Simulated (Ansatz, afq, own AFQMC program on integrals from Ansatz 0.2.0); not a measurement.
SiO, triplet → SiO⁺, quartet

```yaml
atoms:
  - { symbol: Si, position_ang: [0.0000, 0.0000, 0.0000] }
  - { symbol: O, position_ang: [0.0000, 0.0000, 1.7235] }
```

E(quartet, charge +1) − E(triplet, charge +0) at this geometry, on UHF and UHF determinants.

Basis 6-31G. Noble-gas cores (and the filled d shells of Ga–Kr and In–Xe) are frozen. Ansatz 0.2.0 and our own AFQMC program on the same integrals; the CISD trial comes from CCSD amplitudes, and released means the phaseless constraint is let go. ± is one standard error of the sampling. The errors of all members are added in quadrature.

Full CI on the same integrals is exact in this basis and with this determinant's frozen core.

Errors are counted within 6-31G, not against nature.

Cautions: SiO (triplet): another spin lies lower, the CCSDT(Q) amplitudes may be one of several solutions (largest double 0.69), the CCSDTQ amplitudes may be one of several solutions (largest double 0.75), the released energy hasn't reached full CI (173 meV above it at 2.40 1/Eh), so no released level is given (meV from the phaseless value at times in 1/Eh: 13 ± 9 at 0.24, 7 ± 9 at 0.51, -14 ± 11 at 0.99, -43 ± 13 at 1.62, -14 ± 13 at 2.40), the determinant fills πx and πy unequally, so it mixes two states of the linear molecule, and each level undoes that mixture to a different degree, while full CI gives the lower state, its ph-AFQMC/CISD value lies 187 ± 10 meV above full CI; SiO⁺ (quartet): another spin lies lower, the CCSDT(Q) amplitudes may be one of several solutions (largest double 0.76), the CCSDTQ amplitudes may be one of several solutions (largest double 0.83), the released energy hasn't reached full CI (211 meV above it at 2.40 1/Eh), so no released level is given (meV from the phaseless value at times in 1/Eh: -18 ± 12 at 0.24, -24 ± 15 at 0.51, -30 ± 12 at 0.99, -43 ± 13 at 1.62, -45 ± 14 at 2.40), the determinant fills πx and πy unequally, so it mixes two states of the linear molecule, and each level undoes that mixture to a different degree, while full CI gives the lower state, its ph-AFQMC/CISD value lies 256 ± 9 meV above full CI; this isn't the first ionization; core correlation is missing, and it shifts such a gap most where an s electron is promoted.

Reference (full CI): 241.3 kcal/mol.

```tsv
level	vertical ionization energy (kcal/mol)	error against FCI (kcal/mol)
HF	234.9	-6.5
MP2	246.2	4.9
CCSD	242.5	1.2
CCSD(T)	242.4	1.1
CCSDT	241.4	0.1
CCSDT(Q)	241.3	0.0
CCSDTQ	241.3	0.0
ph-AFQMC/HF	246.5 ± 0.9	5.2 ± 0.9
ph-AFQMC/CISD	242.9 ± 0.3	1.6 ± 0.3
```

Correlation beyond CCSD(T) takes off 1.1 kcal/mol. The perturbative (T) step is worth −0.1 kcal/mol. Where a determinant mixes two states, these steps and errors hold in part the undoing of that mixture, and only full CI is sure.

CCSDT and higher add their correlation energy to the determinant of the CCSD(T) run, since their own runs factorise the integrals more tightly (a shift of under 2 meV).
